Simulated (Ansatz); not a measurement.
A relaxed structure of Au. Method: PBE (plane waves to 420 eV, PAW, scalar-relativistic; Ansatz, a quantum-chemistry and plane-wave program).

```cif
data_Au
_chemical_formula_sum 'Au1'
_space_group_name_H-M_alt 'P 1'
_space_group_IT_number 1
_cell_length_a 2.93954
_cell_length_b 2.93954
_cell_length_c 2.93954
_cell_angle_alpha 60.000
_cell_angle_beta 60.000
_cell_angle_gamma 60.000
loop_
_space_group_symop_operation_xyz
  'x, y, z'
loop_
_atom_site_label
_atom_site_type_symbol
_atom_site_fract_x
_atom_site_fract_y
_atom_site_fract_z
_atom_site_occupancy
Au1 Au 0.50000 0.50000 0.50000 1
```

Problem. Determine the symmetry and give the standard cell with its independent sites.

Solution. Space group Fm-3m (No. 225); a = 4.1571 Å, b = 4.1571 Å, c = 4.1571 Å, α = 90.00°, β = 90.00°, γ = 90.00°

| atom | site | symmetry | x | y | z |
|---|---|---|---|---|---|
| Au | 4b | m-3m | 0.5000 | 0.5000 | 0.5000 |

This is the fcc (Cu type).

Problem. Give the shortest distances between elements (the closest pairs, up to four, under 3.6 Å).

Solution. Au–Au 2.94 Å.

| Property | Value |
|---|---|
| Volume per atom | 17.96 Å³ |
| Band gap | zero (metallic) |

No spin polarisation in the result.

Measured for Au: a 4.062 Å (static lattice; corrected from measurement; as listed in Daniel Mejia-Rodriguez, S. B. Trickey, Phys. Rev. B (2018)). Computed minus measured — a: PBE +2.3 %. The computed values are for a static lattice.

The run could not lose the symmetry of its start.
